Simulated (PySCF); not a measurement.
Match the calculated data to a structure.

All candidates are C5H10S.

| technique | computed result |
| --- | --- |
| Polarisability | 78.2 au [CAM-B3LYP/def2-SVPD] |
| UV, strongest line | among the 8 lowest singlet transitions: S5 at 6.95 eV (178 nm, f = 0.054) [TDDFT CAM-B3LYP/def2-SVPD] |
| Dipole | 2.04 D [CAM-B3LYP/def2-SVPD] |
| 13C NMR | chemical shifts (computed TMS as zero) by class: 46.9 (1 C), 39.2 (1 C), 33.1 (1 C), 24.7 (1 C), 12.4 (1 C) ppm [GIAO PBE0/pcSseg-1] |
| Triplet | lowest triplet excitation (Tamm–Dancoff): 4.09 eV [TDA CAM-B3LYP/def2-SVPD] |
| Rotational structure | rotational constants A, B, C: 5.815, 1.894, 1.538 GHz [GFN2-xTB] |

The electronic properties come from PySCF, for the isolated species, density fitting. Levels stand in brackets. Geometry: GFN2-xTB, one conformer, isolated molecule. NMR values are class means; diastereotopic atoms form classes of their own.

Task: Which candidate is it?
A. `CCC1CSC1`
B. `CC[C@@H]1CCS1`
C. `C=CSCCC`
D. `CC(C)(C)C=S`

Result: B. It is `CC[C@@H]1CCS1`. Numbering: `[CH3:1][CH2:2][C@@H:3]1[CH2:4][CH2:5][S:6]1`. Its formula, C5H10S, gives 1 degree of unsaturation: 1 ring and 0 π bonds in the structure found. 5 carbons fall into 5 classes; from least to most shielded: ring sp3 carbon bound to sulfur [C3] (46.9 ppm), chain CH2 carbon [C2] (39.2 ppm), four-membered-ring carbon [C4] (33.1 ppm), ring sp3 carbon bound to sulfur [C5] (24.7 ppm), methyl carbon [C1] (12.4 ppm). The optimised geometry has point group C1 and is an asymmetric top.

The others, at the same levels:
- `C=CSCCC` fails: its computed 13C shifts are 141.3 (1 C), 109.5 (1 C), 37.6 (1 C), 22.5 (1 C), 15.1 (1 C) ppm and rotational constant A is 4.545 GHz (against 5.815 GHz).
- `CCC1CSC1` fails: it has 4 carbon classes against 5; its computed 13C shifts are 42.2 (1 C), 36.1 (2 C), 35.6 (1 C), 12.4 (1 C) ppm, rotational constant A is 7.493 GHz (against 5.815 GHz) and smallest rotational constant is 1.435 GHz (against 1.538 GHz).
- `CC(C)(C)C=S` fails: it has 3 carbon classes against 5; its computed 13C shifts are 278.6 (1 C), 53.2 (1 C), 29.2 (3 C) ppm, rotational constant A is 4.498 GHz (against 5.815 GHz) and smallest rotational constant is 1.802 GHz (against 1.538 GHz).

Each candidate is one conformer, not necessarily the lowest. Dipoles, sizes and rotational constants follow the conformer. The torsions of the flexible species, by atom-mapped SMILES:
- `[CH3:1][CH2:2][C@@H:3]1[CH2:4][CH2:5][S:6]1`: C1–C2–C3–C4 -73°
- `[CH2:1]=[CH:2][S:3][CH2:4][CH2:5][CH3:6]`: C1–C2–S3–C4 2°, C2–S3–C4–C5 78°, S3–C4–C5–C6 67°
- `[CH3:1][CH2:2][CH:3]1[CH2:4][S:5][CH2:6]1`: C1–C2–C3–C4 -179°
- `[CH3:1][C:2]([CH3:3])([CH3:4])[CH:5]=[S:6]`: C1–C2–C5–S6 124°
